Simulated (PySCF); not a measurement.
Gas-phase reaction: 2 H3SiN(CH3)2 + CH3SiH → HCN + H3SiNH2 + 2 ethylsilane

Method: PySCF energies plus ideal-gas RRHO corrections (1 bar). † marks an energy on the PBE0/def2-TZVP geometry and frequencies; other levels use their own. MP2 freezes the core. 6-31G* has spherical d functions here. All species are closed-shell singlets. B3LYP is the form with VWN-RPA correlation. CH3SiH, H3SiNH2: computed as isolated molecules; such fragments, hydroxides, amides, oligomers or adducts are transient or little studied in the gas. MP2 isn't extrapolated to the basis-set limit; its ΔH°(298 K) is -160.8 kJ in def2-SVP and -167.0 kJ in def2-TZVPP. The harmonic model lacks anharmonicity and excited electronic states, which grow with temperature; levels with a mode under 35 cm⁻¹ are left out. Internal rotation in H3SiN(CH3)2, CH3SiH, H3SiNH2, ethylsilane is treated as a harmonic vibration of one conformer, which makes the entropy rough.

```tsv
level	ΔE electronic, kJ	ΔH°(298 K), kJ	ΔS°(298 K), J/K	ΔG°(2000 K), kJ
B3LYP/6-31G*	-90	-113	148	-419
B3LYP/def2-TZVP†	-131	-152	145	-451
M06-2X/def2-TZVP†	-97	-118	145	-417
MP2/def2-SVP†	-139	-161	145	-460
MP2/def2-TZVPP†	-145	-167	145	-466
LDA/def2-TZVP†	-39	-61	145	-360
```
ΔH° is lowest at MP2/def2-TZVPP† and highest at LDA/def2-TZVP†. No reference value is set beside these.
